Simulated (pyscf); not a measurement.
`[CH3][InH][SH]` + `[H][H]` -> `[CH3][InH2]` + `[SH2]` (four-centre exchange; singlet surface; In–S, H–H broken, H–In, H–S formed). Single points on ωB97X-D3(BJ)/def2-SVP structures (PySCF, gas phase). Energies in kcal/mol from the separated reactants.

```csv
level,barrier,reaction energy
PBE/def2-TZVP,23.0,+21.1
r²SCAN/def2-TZVP,24.0,+22.3
B3LYP-D3(BJ)/def2-TZVP,27.1,+21.2
PBE0-D3(BJ)/def2-TZVP,24.4,+21.1
M06-2X/def2-TZVP,29.2,+23.8
ωB97M-D3(BJ)/def2-TZVP,28.6,+19.0
```

The functionals in the table span 6.2 kcal/mol in this barrier, from PBE to M06-2X. On the product side the descent ends in an adduct with a In–S contact, 12.6 kcal/mol under the separated species and 17.5 kcal/mol under the saddle at ωB97X-D3(BJ)/def2-TZVP. What is counted as broken (In–S) persists as a longer contact in the product adduct; parting that adduct is a step of its own. One saddle was located; it need not be the lowest between these sides. Elements past Kr carry the def2 core potentials, without spin-orbit coupling.
